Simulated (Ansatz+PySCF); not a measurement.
The numbers below are computed, except where a source is named.
## Several solutions for triplet C2H4

```csv
atom,x (Å),y (Å),z (Å)
C,0.0000,0.0000,-0.7234
C,0.0000,0.0000,0.7234
H,0.0000,-0.9325,-1.3026
H,0.0000,0.9325,-1.3026
H,-0.9325,0.0000,1.3026
H,0.9325,0.0000,1.3026
```

Basis set: def2-SVP (spherical functions). Charge 0, multiplicity 3.

CASSCF(4,4) was run from several starts with Ansatz (development build ahead of 0.2.0) and PySCF 2.14.0. The starts are those of the Hartree–Fock orbitals from which the active space was taken at the frontier.

| run | program | start | converged | energy (hartree) | <S²> |
| --- | --- | --- | --- | --- | --- |
| A | Ansatz | atomic start, no search | yes | -77.92009 | 2.00 |
| B | Ansatz | stability test followed | yes | -77.92009 | 2.00 |
| C | Ansatz | search for the lowest state | yes | -77.92009 | 2.00 |
| D | PySCF | program defaults | yes | -77.91349 | 2.00 |

Q: Which runs reached the lowest solution of this kind, and what is wrong with the others?

A: A, B, C reached the lowest solution found. Converged but too high: D by 0.18 eV. Convergence only shows a stationary point; in CASSCF the end hangs on which orbitals enter the active space. Caution: another spin multiplicity may lie lower. Caution: other starts end on other solutions of this active space.
